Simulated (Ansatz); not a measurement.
**BNH6 (SMILES [BH3-][NH3+]) at 6 levels**

Aim: a comparison of 6 runs (B2PLYP/STO-3G, SVWN5/STO-3G, r2SCAN/STO-3G, wB97X/STO-3G, CCSD/STO-3G, UCCSD(T)/STO-3G) of BNH6. 

The results are computed with Ansatz 0.2.0.

48 further runs of the same task are left out: 2 that didn't finish, 46 set aside as unsound or not needed.

### 1 Starting point

BNH6 has 8 atoms, charge 0, and is taken as a singlet. As SMILES, `[BH3-][NH3+]`. The H5–B1 distance was set to 2.424 Å, away from the relaxed value. At this shape a bond of the SMILES string is far longer than usual.

Bond lengths: B1–N2 1.639 Å, B1–H3 1.212 Å, B1–H4 1.212 Å, N2–H6 1.015 Å, N2–H7 1.015 Å, N2–H8 1.015 Å. Angles: B1–N2–H6 110.9°, B1–N2–H7 110.9°, B1–N2–H8 110.9°, N2–B1–H3 105.3°, N2–B1–H4 105.3°, H6–N2–H7 108.0°, H6–N2–H8 108.0°, H7–N2–H8 108.0°, H3–B1–H4 113.3°.

### 2 A single-point energy at B2PLYP/STO-3G (run 1)

molecule.yaml

```yaml
basis:
  gaussian: {orbitals: STO-3G}
crystal:
  periodic: [false, false, false]
  atoms:
    - {symbol: B, position_ang: [-0.986986, -0.624985, -0.512405]}
    - {symbol: "N", position_ang: [-0.589186, -1.130885, 0.994695]}
    - {symbol: H, position_ang: [-0.873886, -1.604185, -1.218005]}
    - {symbol: H, position_ang: [-2.128286, -0.226085, -0.424205]}
    - {symbol: H, position_ang: [0.604400, 1.126600, -1.038400]}
    - {symbol: H, position_ang: [-0.654886, -0.368785, 1.661695]}
    - {symbol: H, position_ang: [0.360914, -1.487085, 1.018295]}
    - {symbol: H, position_ang: [-1.209686, -1.872285, 1.303495]}
hamiltonian: {xc: {name: B2PLYP}}
correlation: {frozen_orbitals: {B: 1, H: 0, "N": 1}}
accuracy: high
```

Run with:

```
$ ansatz run molecule.yaml --threads 1 --pin off --max-ram 2610MiB --events-out events.jsonl --progress --plain --runs-dir runs
```

The log of the run:

```text
Warning: RAYON_NUM_THREADS=1 ignored (pool sized by the plan → 1); use --threads N
Functional definition: B2PLYP
  name "B2PLYP"
  parameter a = 0.53
  parameter c = 0.27
  exchange = (1 - a)*b88_x + a*exact_x
  correlation = (1 - c)*lyp_c + c*(mp2_os + mp2_ss)
275 factors; integrals over basis functions are off by at most 1.1e-8 eV
mean field evaluation 1: about -2221.4878 eV, gradient 1.8e1 eV
mean field evaluation 2: about -2221.4866 eV, gradient 1.7e1 eV
mean field evaluation 4: about -2224.1502 eV, gradient 2.4e0 eV
mean field evaluation 8: about -2224.1662 eV, gradient 1.7e-2 eV
mean field evaluation 16: about -2224.1662 eV, gradient 7.0e-8 eV
mean field -2224.16618479 eV, -81.7365996969 hartree, gradient 7.0e-8 eV, S^2 0.000000; 0 other end points of the search recorded, 0 dependent functions left out; unrestricted orbitals would lower it
2 core orbitals not correlated: weight in the atoms' cores, before any rotation towards them, 1.000 or more for the frozen orbitals, at most 0.000 for the correlated occupied ones
reference -2224.16620444 eV, -81.7366004191 hartree; 7, 7 occupied and 7, 7 virtual orbitals, 275 factors
second order -5.39523366 eV of doubles, -0.00000000 eV of singles
Total energy: -2225.62291753 eV, -81.7901336377 hartree
```

Run time: 1.5 s. Hardware: 1 thread of Arm Neoverse V1, shared host; peak memory 0.1 GiB.

### 3 A single-point energy at SVWN5/STO-3G (run 2)

input.yaml

```yaml
basis:
  gaussian:
    orbitals: STO-3G
crystal:
  periodic: [false, false, false]
  atoms:
    - symbol: B
      position_ang: [-0.986986, -0.624985, -0.512405]
    - symbol: "N"
      position_ang: [-0.589186, -1.130885, 0.994695]
    - symbol: H
      position_ang: [-0.873886, -1.604185, -1.218005]
    - symbol: H
      position_ang: [-2.128286, -0.226085, -0.424205]
    - symbol: H
      position_ang: [0.604400, 1.126600, -1.038400]
    - symbol: H
      position_ang: [-0.654886, -0.368785, 1.661695]
    - symbol: H
      position_ang: [0.360914, -1.487085, 1.018295]
    - symbol: H
      position_ang: [-1.209686, -1.872285, 1.303495]
hamiltonian:
  xc: {name: SVWN5}
accuracy: high
```

Run with:

```
$ ansatz run input.yaml --threads 1 --pin off --max-ram 2610MiB --events-out events.jsonl --progress --plain --runs-dir runs
```

The log of the run:

```text
Warning: RAYON_NUM_THREADS=1 ignored (pool sized by the plan → 1); use --threads N
Functional definition: SVWN5
  name "SVWN5"
  exchange = slater_x
  correlation = vwn5_c
275 factors; integrals over basis functions are off by at most 1.1e-8 eV
mean field evaluation 1: about -2206.5643 eV, gradient 1.6e1 eV
mean field evaluation 2: about -2195.1788 eV, gradient 3.4e1 eV
mean field evaluation 4: about -2207.4634 eV, gradient 1.2e1 eV
mean field evaluation 8: about -2207.4345 eV, gradient 1.2e1 eV
mean field evaluation 16: about -2208.1619 eV, gradient 2.0e-8 eV
mean field -2208.16191139 eV, -81.1484534978 hartree, gradient 2.0e-8 eV, S^2 0.000000; 0 other end points of the search recorded, 0 dependent functions left out
reference -2208.16191348 eV, -81.1484535747 hartree; 9, 9 occupied and 7, 7 virtual orbitals, 275 factors
Total energy: -2208.16191348 eV, -81.1484535747 hartree
```

It took 0.89 s on 1 thread of Arm Neoverse V1, shared host.

Runs 3 to 5 aren't shown in full; the table further down has their settings and results.

### 4 The energy at UCCSD(T)/STO-3G (run 6)

input.yaml

```yaml
crystal:
  periodic: [false, false, false]
  atoms:
    - {symbol: B, position_ang: [-0.986986, -0.624985, -0.512405]}
    - {symbol: N, position_ang: [-0.589186, -1.130885, 0.994695]}
    - {symbol: H, position_ang: [-0.873886, -1.604185, -1.218005]}
    - {symbol: H, position_ang: [-2.128286, -0.226085, -0.424205]}
    - {symbol: H, position_ang: [0.604400, 1.126600, -1.038400]}
    - {symbol: H, position_ang: [-0.654886, -0.368785, 1.661695]}
    - {symbol: H, position_ang: [0.360914, -1.487085, 1.018295]}
    - {symbol: H, position_ang: [-1.209686, -1.872285, 1.303495]}
basis:
  gaussian:
    orbitals: STO-3G
magnetization:
  spin_polarized: true
  initial_magnetization: 0
total_charge: 0
scf:
  omitted_lower_state_checks: [cluster_reference, increment]
accuracy: high
correlation:
  method: ccsd_t
  frozen_orbitals: {B: 1, H: 0, "N": 1}
```

Run with:

```
$ ansatz run input.yaml --threads 1 --pin off --max-ram 2610MiB --events-out events.jsonl --progress --plain --runs-dir runs
```

The log of the run, cut to the lines that bear on the results:

```text
Warning: RAYON_NUM_THREADS=1 ignored (pool sized by the plan → 1); use --threads N
Functional definition: HF
  name "HF"
[...]
275 factors; integrals over basis functions are off by at most 1.1e-8 eV
[...]
mean field -2215.13725005 eV, -81.4047924654 hartree, gradient 2.1e-8 eV, S^2 0.863867; 5 other end points of the search recorded, 0 dependent functions left out
2 core orbitals not correlated: weight in the atoms' cores, before any rotation towards them, 1.000 or more for the frozen orbitals, at most 0.000 for the correlated occupied ones
reference -2215.13725005 eV, -81.4047924654 hartree; 7, 7 occupied and 7, 7 virtual orbitals, 275 factors
second order -2.40778726 eV of doubles, -0.00000000 eV of singles
cycle   1  -2.96042457 eV  change   -5.5e-1 eV  update   5.7e-2
[...]
cycle  27  -3.72362428 eV  change   -1.6e-9 eV  update   1.2e-9
perturbative correction -0.05671560 eV, -0.0020842599 hartree
WARN: these amplitudes may be one of several solutions (largest doubles amplitude 0.51, level shift 0.00 eV)
Total energy: -2218.91758993 eV, -81.5437173936 hartree
Checks for a lower state left out: cluster_reference, increment
```

Wall time 0.28 s (1 thread of Arm Neoverse V1, shared host).

### 5 The series

```csv
run,level,frozen core orbitals,energy (Eh),wall time
1,B2PLYP/STO-3G,2,-81.790134,1.5 s
2,SVWN5/STO-3G,–,-81.148454,0.89 s
3,r2SCAN/STO-3G,–,-81.904454,2.7 s
4,wB97X/STO-3G,–,-81.924274,5.4 s
5,CCSD/STO-3G,2,-81.542019,0.14 s
6,UCCSD(T)/STO-3G,2,-81.543717,0.28 s
```

### 6 Outcome

| quantity | value |
| --- | --- |
| run 6: total energy | -81.54372 Eh |
| run 6: correlation energy (2 core orbitals frozen) | -138.9 mEh |
| run 6: (T) correction | -2.08 mEh |
| run 6: ⟨S²⟩ of the reference determinant | 0.864 |
| run 6: T1 diagnostic | 0.069 |

What this shows: Totals of different functionals can't be ranked against each other. In run 5 the T1 diagnostic is large, so a single reference may not serve. In runs 1, 5 the log says that unrestricted orbitals would lower the reference, so the values rest on an unstable closed-shell determinant (other closed-shell runs at this shape may share the fault). In runs 1, 2, 3, 4, 5, 6 the basis is minimal, so the values are rough. Spin contamination of the reference: run 6 ⟨S²⟩ = 0.86. Where it is this large, the reference is a mixture of spin states, and values that rest on it are in doubt. All runs together took 11 s, the longest 5.4 s.
